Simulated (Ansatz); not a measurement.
Steps of a relaxation of `CCC(O)(O)F` with RKS PBE0-D4/def2-TZVP.

```sh
$ ansatz run in.yaml --threads 2 --pin off --events-out ev --progress --plain --max-ram 22528MiB --backend cuda --devices 0, --max-vram 18GiB
```

```yaml
crystal:
  periodic: [false, false, false]
  atoms:
    - {symbol: C, position_ang: [-0.757012, -1.448502, 0.291002]}
    - {symbol: C, position_ang: [-0.169909, -0.398586, -0.647065]}
    - {symbol: C, position_ang: [0.189490, 0.905306, 0.064729]}
    - {symbol: O, position_ang: [1.089722, 0.748596, 1.129049]}
    - {symbol: O, position_ang: [0.653465, 1.807312, -0.877597]}
    - {symbol: F, position_ang: [-0.942614, 1.416388, 0.680701]}
    - {symbol: H, position_ang: [-0.051190, -1.682891, 1.112304]}
    - {symbol: H, position_ang: [-0.985718, -2.385665, -0.252229]}
    - {symbol: H, position_ang: [-1.692169, -1.078002, 0.754079]}
    - {symbol: H, position_ang: [-0.878080, -0.141270, -1.460790]}
    - {symbol: H, position_ang: [0.750819, -0.769455, -1.146295]}
    - {symbol: H, position_ang: [1.908386, 0.379992, 0.747521]}
    - {symbol: H, position_ang: [0.905310, 2.612079, -0.380608]}
basis:
  gaussian: {orbitals: def2-TZVP}
hamiltonian: {xc: pbe0, dispersion: d4}
relax: {f_tol: 0.005, max_steps: 150}
```

Positions (Å) and forces (eV/Å) along the path, 6 of 6 steps:

```xyz
13
step=1 energy=-10030.2789 eV
C    -0.757   -1.449    0.291   -0.077   -0.086    0.245
C    -0.170   -0.399   -0.647    0.063    0.076   -0.325
C     0.189    0.905    0.065   -0.140   -0.109    0.091
O     1.090    0.749    1.129    0.202   -0.122   -0.712
O     0.653    1.807   -0.878   -0.036    0.253    0.834
F    -0.943    1.416    0.681    0.558   -0.154   -0.304
H    -0.051   -1.683    1.112   -0.342    0.076   -0.406
H    -0.986   -2.386   -0.252    0.124    0.464    0.231
H    -1.692   -1.078    0.754    0.434   -0.197   -0.238
H    -0.878   -0.141   -1.461    0.317   -0.110    0.416
H     0.751   -0.769   -1.146   -0.418    0.169    0.274
H     1.908    0.380    0.748   -0.531    0.250    0.278
H     0.905    2.612   -0.381   -0.154   -0.507   -0.384
13
step=2 energy=-10030.3236 eV
C    -0.755   -1.442    0.292   -0.027   -0.035    0.064
C    -0.170   -0.398   -0.643    0.049    0.073   -0.065
C     0.189    0.898    0.064   -0.099    0.048    0.096
O     1.088    0.749    1.121    0.018   -0.065   -0.298
O     0.650    1.798   -0.871   -0.018    0.047    0.276
F    -0.932    1.414    0.675    0.224   -0.097   -0.131
H    -0.058   -1.685    1.102   -0.096    0.027   -0.122
H    -0.979   -2.364   -0.255    0.028    0.117    0.067
H    -1.683   -1.081    0.748    0.125   -0.053   -0.069
H    -0.873   -0.142   -1.446    0.094   -0.037    0.127
H     0.742   -0.767   -1.133   -0.130    0.045    0.082
H     1.900    0.386    0.746   -0.129    0.069    0.111
H     0.899    2.598   -0.384   -0.040   -0.138   -0.138
13
step=3 energy=-10030.3290 eV
C    -0.754   -1.440    0.291    0.003    0.005   -0.001
C    -0.169   -0.395   -0.639    0.003    0.005   -0.010
C     0.189    0.896    0.065   -0.041    0.003    0.047
O     1.086    0.747    1.117   -0.011   -0.003   -0.038
O     0.648    1.794   -0.869   -0.004   -0.010    0.016
F    -0.928    1.411    0.672    0.030   -0.010   -0.010
H    -0.060   -1.687    1.096    0.007   -0.006    0.011
H    -0.978   -2.356   -0.258   -0.001   -0.003   -0.006
H    -1.678   -1.082    0.746   -0.011    0.002    0.006
H    -0.869   -0.140   -1.437   -0.010   -0.001   -0.014
H     0.739   -0.764   -1.125    0.009   -0.006   -0.006
H     1.898    0.387    0.748    0.017   -0.001    0.024
H     0.896    2.594   -0.391    0.009    0.024   -0.018
13
step=4 energy=-10030.3292 eV
C    -0.754   -1.440    0.291    0.000   -0.001   -0.003
C    -0.169   -0.395   -0.639    0.001   -0.001    0.000
C     0.189    0.896    0.066   -0.011    0.006    0.013
O     1.086    0.747    1.117   -0.007   -0.006   -0.018
O     0.647    1.793   -0.869    0.002    0.001    0.005
F    -0.927    1.411    0.673    0.004   -0.003    0.002
H    -0.060   -1.689    1.095    0.003   -0.001    0.003
H    -0.979   -2.355   -0.259   -0.002   -0.005   -0.002
H    -1.678   -1.082    0.747   -0.004    0.002    0.002
H    -0.869   -0.141   -1.438   -0.003    0.000   -0.003
H     0.739   -0.764   -1.126    0.004   -0.001   -0.001
H     1.899    0.388    0.751    0.009   -0.001    0.012
H     0.896    2.595   -0.394    0.003    0.010   -0.011
13
step=5 energy=-10030.3292 eV
C    -0.754   -1.440    0.290    0.001    0.004    0.002
C    -0.169   -0.395   -0.639   -0.002   -0.002   -0.005
C     0.189    0.897    0.067    0.008   -0.003   -0.002
O     1.086    0.747    1.117    0.001    0.000    0.002
O     0.647    1.793   -0.870   -0.001   -0.003    0.001
F    -0.926    1.411    0.674   -0.006    0.004    0.003
H    -0.060   -1.691    1.094    0.000    0.000    0.000
H    -0.981   -2.355   -0.261    0.001    0.001   -0.001
H    -1.678   -1.082    0.748    0.001    0.000    0.000
H    -0.869   -0.140   -1.437    0.001    0.000    0.000
H     0.740   -0.764   -1.125    0.000    0.001    0.000
H     1.901    0.389    0.754    0.000    0.000    0.000
H     0.895    2.597   -0.397   -0.002   -0.002    0.000
13
step=6 energy=-10030.3292 eV
C    -0.754   -1.440    0.290    0.000   -0.002   -0.002
C    -0.168   -0.395   -0.639   -0.001    0.000    0.003
C     0.189    0.896    0.067    0.003    0.000   -0.004
O     1.086    0.747    1.118   -0.001    0.000    0.000
O     0.647    1.792   -0.869    0.001    0.000    0.002
F    -0.926    1.411    0.674    0.000    0.001    0.000
H    -0.059   -1.691    1.094    0.000    0.000    0.000
H    -0.982   -2.354   -0.261    0.000    0.000    0.001
H    -1.677   -1.082    0.748    0.000    0.000    0.000
H    -0.869   -0.140   -1.438    0.000    0.000    0.000
H     0.740   -0.764   -1.125    0.000    0.000    0.000
H     1.901    0.389    0.754    0.000    0.000   -0.001
H     0.894    2.597   -0.398   -0.001    0.001    0.000
```

Hardware: 2 threads of an AMD EPYC 7R13 on a shared host and a share of an NVIDIA H100 80 GB. Wall time 18 s, peak host memory 0.88 GiB.
